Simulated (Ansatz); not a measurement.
System: HS, charge -1, multiplicity 1. 
Geometry from a B3LYP-D3(BJ)/def2-TZVP (Ansatz, a quantum-chemistry and plane-wave program) optimisation:
```xyz
2

S      0.0000     0.0000    -0.0794
H      0.0000     0.0000     1.2698
```
Charge -1, spin multiplicity 1.

Basis-set convergence of Hartree-Fock and MP2 correlation energies (hartree) with Ansatz. Correlated levels leave the core frozen unless marked. Spin-orbit coupling is left out. Non-relativistic. This anion needs diffuse functions, which these sets lack.

```tsv
basis	functions	E(HF)	E(corr, MP2)
def2-SVP	23	-397.96873	-0.13177
def2-TZVPP	56	-398.12838	-0.19107
def2-QZVPP	100	(withheld)	(withheld)
```

Question: Some entries are withheld; supply them.

Answer: 
- def2-QZVPP, E(HF): -398.14627
- def2-QZVPP, E(corr, MP2): -0.21112
